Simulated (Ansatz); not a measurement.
`c1cnccn1`. The species carries charge 0 and has multiplicity 1. The structure was optimised at the PBE0-D4/def2-TZVP level.

```xyz
10

C    -0.415    1.068    0.659
C     0.859    0.999    0.112
N     1.282   -0.070   -0.550
C     0.415   -1.068   -0.659
C    -0.859   -0.999   -0.112
N    -1.282    0.070    0.550
H    -0.742    1.953    1.199
H     1.554    1.828    0.213
H     0.742   -1.953   -1.199
H    -1.554   -1.828   -0.213
```

Q: What is the dipole moment at B3LYP/def2-TZVPP? (Estimate.)

A: Ansatz gave: 0.00 D, zero by symmetry or nearly so.

Q: Give the Mulliken charges with B3LYP, r2SCAN, PBE in def2-TZVPP. (An estimate is asked.)

A: The calculation gave: 
```tsv
atom	B3LYP	r2SCAN	PBE
C1	-0.02	0.05	-0.03
C2	-0.02	0.05	-0.03
N3	-0.21	-0.29	-0.17
C4	-0.02	0.05	-0.03
C5	-0.02	0.05	-0.03
N6	-0.21	-0.29	-0.17
H7	0.13	0.09	0.11
H8	0.13	0.09	0.11
H9	0.13	0.09	0.11
H10	0.13	0.09	0.11
```

B3LYP here is the variant with VWN-RPA as its local correlation; programs differ in this.
